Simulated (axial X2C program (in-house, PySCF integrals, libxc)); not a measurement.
# BO⁺: cheaper levels and CCSD(T), with spin–orbit coupling

All values were computed with an axial X2C code built on PySCF integrals. Two-component (2c) means X2C with spin–orbit coupling and atomic mean-field two-electron Coulomb and Gaunt terms. Basis: O dyall-av3z [7s6p3d2f], B dyall-v3z [7s6p2d1f] (cores contracted in-house); Gaussian nuclei, density fitting, unrestricted open shells. Masses: O 15.995 u, B 11.009 u.

State: Ω = 2 (⟨Sz⟩ = 1.00, ⟨Lz⟩ = 1.00 at HF); fragments O + B+.

```
level  Re (Å)  ωe (cm⁻¹)  De (eV)
 PBE0   1.302     1498.1     3.53
   HF   1.286     1584.0     2.20
  MP2   1.306     1508.3     3.33
 CCSD   1.307     1484.4     2.68
 BP86   1.319     1422.1     3.71
```

Correlated methods: 8 electrons correlated (number of frozen shells: O 1 s; B 1 s), 176 virtual spin orbitals or spinors in MP2, 87 natural virtuals in coupled cluster.

CCSD(T), same Hamiltonian and basis:

Re = 1.313 Å, ωe = 1455.0 cm⁻¹, De = 2.84 eV; T1 = 0.021 (Lee–Taylor normalisation).

Q: Give the differences from CCSD(T) in the columns below.

A: 

```json
{"level": "PBE0", "ΔRe (Å)": "-0.011", "Δωe (cm⁻¹)": "43", "ΔDe (eV)": "0.69"}
{"level": "HF", "ΔRe (Å)": "-0.027", "Δωe (cm⁻¹)": "129", "ΔDe (eV)": "-0.64"}
{"level": "MP2", "ΔRe (Å)": "-0.007", "Δωe (cm⁻¹)": "53", "ΔDe (eV)": "0.49"}
{"level": "CCSD", "ΔRe (Å)": "-0.006", "Δωe (cm⁻¹)": "29", "ΔDe (eV)": "-0.16"}
{"level": "BP86", "ΔRe (Å)": "0.006", "Δωe (cm⁻¹)": "-33", "ΔDe (eV)": "0.87"}
```

Occupations by symmetry block were frozen at the best pattern of an incomplete PBE0 search. Dissociation energies refer to the lowest single-determinant-based atoms at the same level and basis. Density functionals use the spin component along the axis (collinear). CCSD and (T) use frozen natural virtuals with an MP2 correction for the truncation; (T) itself is uncorrected, so its De runs slightly low. In 2c an atomic determinant is not the ground J level, so De misses part of the atomic spin–orbit lowering. This holds for PBE0, BP86. PBE0 can misorder states that lie within some tenths of an eV, so this need not be the ground state of the molecule. The nearest other spin-free determinant of the search, M_S = 0, Λ = 1, lies 0.08 eV up at the distance of the search. The functionals have no current-density term, which raises determinants with orbital currents, atoms included. With several unpaired electrons one determinant need not be a pure state. A state of lower Ω lies just above, and one determinant can place such states too high, so the state shown need not be the lowest. The search has Ω = 1 only 0.08 eV up. Open-shell Ω = 0 determinants with evenly filled partner blocks cannot be reached by this program, so the Ω shown need not be the lowest component. At some level and bond length an empty orbital lies below a filled one.
